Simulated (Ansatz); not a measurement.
System: CdBr₂ (R-3m, No. 166). Method: PBE0 in Ansatz (PAW).

Run with plane-wave cutoff 500 eV, 6×6×6 k mesh, gaussian smearing 0.02 eV, scalar-relativistic PAW data made under PBE.

Cell (relaxed with r²SCAN):

CdBr$_{2}$ is taken in the trigonal space group R-3m, hexagonal axes (No. 166), Pearson symbol hR3. Lattice parameters: a = 4.0153 Å, b = 4.0153 Å, c = 19.6851 Å, α = 90.00°, β = 90.00°, γ = 120.00°. Cd on 3a is surrounded by 6 Br at 2.794 Å (octahedral). Br on 6c has 3 Cd at 2.794 Å (trigonal pyramidal). (Neighbours: up to the widest gap in distance over summed covalent radii, below 1.35, at either atom; cation-cation and far metal-metal contacts left out.)
(The calculation used a cell of 3 atoms; values per cell refer to that cell.)

**Question.** What does this level give for the band gap?

**Answer.** 
- band gap: 4.78 eV (on the SCF k mesh)

Note: the cell comes from a level without a dispersion term, which matters for the spacing of layers, chains or molecules; cell and atoms aren't relaxed at this level (largest force component 0.07 eV/Å); the cell has widely spaced layers and the level no dispersion term, so their spacing and the moduli can rest on weak binding.

Spin–orbit coupling is not included.

Cost on a shared machine: roughly 2.5 core-minutes.

Ansatz is a first-principles code.
